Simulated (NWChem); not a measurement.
System: AlF3; SMILES [F][Al]([F])[F]

Problem. Give the equilibrium geometry at B3LYP/6-31G* (spherical d) (NWChem) as a Z-matrix, with the point group.

Solution. point group D3h; any orientation.
```
Al
F 1 1.6400
F 1 1.6400 2 120.00
F 1 1.6400 2 120.00 3 180.00
```
